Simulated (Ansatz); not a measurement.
# C₂ (singlet): wave-function methods side by side at distance C1–C2 = 1.968 Å, 6-31G

How much of the correlation energy of C₂ (singlet) does each wave-function method recover here?

Program: Ansatz 0.2.0, Gaussian basis. Level of theory: 6-31G, core rule «outside noble gas», up to 2 orbitals frozen. These are calculated values, not measurements.

The runs, in order: UHF; CCSD(T) on RHF; CCSD(T) on UHF; BCCD(T) on RHF; CISD; CCSDT(Q) on RHF; CCSDT(Q) on UHF; CISDTQ; CCSDTQ on RHF; CCSDTQ on UHF; CASSCF and MRCISD+Q, 2 electrons in 2 orbitals; CASSCF and NEVPT2, 2 electrons in 2 orbitals; CASSCF and MRCISD+Q, 8 electrons in 8 orbitals; CASSCF and NEVPT2, 8 electrons in 8 orbitals; Full CI.

33 further runs of the same task are left out: 6 for a known fault of the program, 25 that didn't finish, 2 set aside as unsound or not needed.

### 1 The system

The geometry derives from a PBE0/def2-TZVP stationary point (not a proven minimum). One bond is set to the value named and the two fragments are kept rigid.

2 atoms, charge 0, spin multiplicity 1.

Atoms are counted from 1 here; the program's logs count them from 0.

No contacts short enough for the rule that draws bonds.

Coordinates:

```xyz
2
C2
C     0.0000    0.0000    0.0000
C     0.0000    0.0000    1.9680
```

### 2 UHF

File in.yaml:

```yaml
crystal:
  periodic: [false, false, false]
  atoms:
    - {symbol: C, position_ang: [0.000000, 0.000000, 0.000000]}
    - {symbol: C, position_ang: [0.000000, 0.000000, 1.968000]}
basis:
  gaussian: {orbitals: 6-31G}
magnetization: {spin_polarized: true, initial_magnetization: 0}
hamiltonian: {xc: hf}
output: {orbitals: {seedname: orbitals}}
```

Launch:

```bash
$ ansatz run in.yaml --threads 1 --pin off --events-out ev --progress --plain --max-ram 2393MiB
```

After this run come: CCSD(T) on RHF; CCSD(T) on UHF; BCCD(T) on RHF; CISD; CCSDT(Q) on RHF; CCSDT(Q) on UHF; CISDTQ; CCSDTQ on RHF; CCSDTQ on UHF; CASSCF and MRCISD+Q, 2 electrons in 2 orbitals; CASSCF and NEVPT2, 2 electrons in 2 orbitals; CASSCF and MRCISD+Q, 8 electrons in 8 orbitals; CASSCF and NEVPT2, 8 electrons in 8 orbitals; Full CI.

Q: Predict the results of all the runs planned. Wanted: FCI from the RHF energy; RMP2 from FCI; RCCSD from FCI; RCCSD(T) from FCI; RCCSDT(Q) from FCI; NEVPT2 valence from FCI; MRCISD+Q valence from FCI; T1 diagnostic; effectively unpaired electrons.

The runs gave:

```
                         quantity                                      value
          FCI from the RHF energy                                 -6.4502 eV
                    RMP2 from FCI                                +1010.1 meV
                   RCCSD from FCI                                 +478.2 meV
                RCCSD(T) from FCI                                 +133.2 meV
               RCCSDT(Q) from FCI                                  +57.4 meV
          NEVPT2 valence from FCI                                 +375.3 meV
        MRCISD+Q valence from FCI                                   +5.0 meV
levels within 1 kcal/mol (43 meV)  RCCSDTQ, MRCISD valence, MRCISD+Q valence
                    T1 diagnostic                                      0.026
   effectively unpaired electrons                                       2.27
```

In words: RCCSD(T) misses by +133.2 meV, 2.1 % of the correlation energy. The occupations show strong static correlation (2.3 unpaired electrons where one determinant has 0). Of the multireference levels listed MRCISD+Q valence comes nearest in total energy (+5.0 meV), which doesn't show that its space is the better one. Coupled cluster took another determinant than the lowest Hartree-Fock one. These misses are within one basis, not against nature.

The restricted and unrestricted ladders end 0.41 eV apart at CCSDT(Q), so they describe two states, and rows of one don't measure the error of the other.
